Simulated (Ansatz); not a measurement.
Input file:

```yaml
crystal:
  periodic: [false, false, false]
  atoms:
    - {symbol: Si, position_ang: [0.000000, -0.072486, 1.023562]}
    - {symbol: Mg, position_ang: [0.000000, 0.047580, -1.153314]}
    - {symbol: H, position_ang: [0.000000, 0.876239, 1.921707]}
    - {symbol: H, position_ang: [0.000000, -0.003790, -2.632016]}
basis:
  gaussian: {orbitals: 6-31G}
magnetization: {spin_polarized: false, initial_magnetization: 2}
correlation: {method: fic_nevpt4_sd, electrons: outside_noble_gas, active_space: {window: {electrons: 8, orbitals: 6}}}
scf: {lower_state_search: full}
```

```sh
$ ansatz run in.yaml --threads 1 --pin off --events-out ev --progress --plain --max-ram 2393MiB
```

Log:

```
336 factors; integrals over basis functions are off by at most 1.5e-4 eV
mean field evaluation 1: about -13319.9189 eV, gradient 8.1e0 eV
mean field evaluation 2: about -13319.9516 eV, gradient 8.2e0 eV
mean field evaluation 4: about -13320.6809 eV, gradient 4.7e-1 eV
mean field evaluation 8: about -13320.6871 eV, gradient 3.3e-3 eV
mean field evaluation 16: about -13318.1345 eV, gradient 1.7e1 eV
mean field evaluation 32: about -13320.6871 eV, gradient 4.9e-4 eV
mean field -13320.68713357 eV, -489.5262230727 hartree, gradient 6.8e-6 eV, S^2 2.000000; 4 other end points of the search recorded, 0 dependent functions left out
reference -13320.68713357 eV, -489.5262230727 hartree; 15, 13 occupied and 15, 17 virtual orbitals, 336 factors
state -13321.14271305 eV, -489.5429653098 hartree
state -13321.14271305 eV, -489.5429653098 hartree; corrected -13322.43548880 eV, -489.5904739422 hartree
Total energy: -13322.43548880 eV, -489.5904739422 hartree
```

Ran on 1 thread of Arm Neoverse V2, shared host: 0.69 s wall, 0.09 GiB peak host memory.
